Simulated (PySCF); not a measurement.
## Aluminium: a sound run and one with changed settings

Sound run: Al [Ne] 3s2 3p1, Al⁺ [Ne] 3s2. Computed with PySCF 2.14 in cc-pVDZ-DK, with the spin-free X2C one-electron Hamiltonian (Gaussian nucleus). The sound run starts from symmetry-adapted Hartree-Fock orbitals and uses a fine grid where one is needed.

Changed run: radial step 0.8 in ln r (0.13 in the sound run). This setting is unsound on purpose.

```tsv
species	method	sound run (hartree)	changed run (hartree)	converged
Al	UHF	-242.30843	-242.30843	yes
Al	M06-2X	-242.78292	-242.81687	yes
Al	TPSS	-242.81466	-242.97539	yes
Al⁺	UHF	-242.10361	-242.10361	yes
Al⁺	M06-2X	-242.57207	-242.59435	yes
Al⁺	TPSS	-242.58904	-242.72529	yes
```

Ionisation energy of Al:

| method | sound run (eV) | changed run (eV) |
| --- | --- | --- |
| UHF | 5.574 | 5.574 |
| M06-2X | 5.737 | 6.055 |
| TPSS | 6.139 | 6.806 |

A coarse radial grid mis-integrates the density and the exchange-correlation energy, with errors of either sign; Hartree-Fock needs no grid.

For comparison, NIST gives 5.986 eV between the lowest levels.
